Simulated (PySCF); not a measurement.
Molecular orbitals of AlP⁺

PBE at R = 2.505 Å; Al pcseg-1, P pcseg-1; no relativity (PySCF 2.14). State: ⁴Σ⁻ (quartet), unpaired electrons σ ↑, π ↑↑. Only the outer orbitals are listed, counted within each symmetry.

```tsv
spin	orbital	occ.	ε (eV)	on Al (%)	main shells (%)
α	7σ	1	-20.98	5	93 P s
α	8σ	1	-14.87	65	64 Al s, 27 P p
α	3π	1	-12.25	7	93 P p
α	3π	1	-12.25	7	93 P p
α	9σ	1	-11.90	56	44 P p, 28 Al s, 27 Al p
α	4π	0	-8.50	93	93 Al p
α	4π	0	-8.50	93	93 Al p
α	10σ	0	-6.25	88	81 Al p, 18 P p
β	7σ	1	-18.87	12	86 P s, 8 Al s
β	8σ	1	-13.85	70	69 Al s, 17 P p, 12 P s
β	9σ	0	-10.37	52	48 P p, 28 Al p, 23 Al s
β	3π	0	-10.13	22	77 P p, 22 Al p
β	3π	0	-10.13	22	77 P p, 22 Al p
```

Problem. Which are the highest filled and the lowest empty level, where do they sit, and how wide is the gap?

Solution. Highest filled α 9σ at -11.90 eV (in %: 44 P p, 28 Al s, 27 Al p); lowest empty β 9σ at -10.37 eV (in %: 48 P p, 28 Al p, 23 Al s); the gap at PBE is 1.53 eV.

- bond order (Mayer): 0.95
- ⟨S²⟩: 3.755
- charge on Al (Mulliken, basis-dependent): 0.77
- charge on Al (Löwdin, basis-dependent): 0.73
- dipole moment (positive dipole points towards P; it is taken about the centre of mass and depends on that origin): -3.30 D
- polarisability along the bond: 81.2 bohr³
- polarisability across the bond: 33.0 bohr³

The state is the lowest determinant that a PBE0 search found; another state may lie lower at other levels.
